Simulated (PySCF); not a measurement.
# Splitting trees

Bonds (- single, = double, # triple, : aromatic): C1-C2 1.528 Å, C2-O3 1.410 Å, O3-C4 1.405 Å. C1 carries H5, H6, H7; C2 carries H8, H9; C4 carries H10, H11, H12.

Calculated, not measured (PySCF): B3LYP/pcJ-1 coupling constants (without the spin–dipole term), geometry from GFN2-xTB, PBE0/pcSseg-1 with gauge-including orbitals. Equivalent nuclei averaged, one computed conformer, no solvent model, non-relativistic.

References, each an isolated molecule treated in the same way: ¹H (31.72 ppm) vs TMS.

Spectrometer: 400 MHz for ¹H. First-order analysis; couplings under 1 Hz (under 4 Hz in carbon signals) are ignored, and nearly equal couplings are merged; the smaller ones broaden or split the lines further.

(1) What pattern does H8/H9 show (¹H)?

(2) What pattern does H5/H6/H7 show (¹H)?

## Answers

(1) A quartet at δ 3.73: 7.3 Hz to H5/H6/H7 (3 × ¹H, 3 bonds away). Lines in Hz from the centre (relative intensity): +10.9 (1), +3.6 (3), -3.6 (3), -10.9 (1). The outer lines are 21.9 Hz apart, the sum of the couplings kept, or 0.055 ppm at this field.

(2) A triplet at δ 1.13: 7.3 Hz to H8/H9 (2 × ¹H, 3 bonds away). Lines in Hz from the centre (relative intensity): +7.3 (1), +0.0 (2), -7.3 (1). The outer lines are 14.6 Hz apart, the sum of the couplings kept, or 0.036 ppm at this field.

Unscaled 3J(H,H) at this level run about 10 % above measured values.
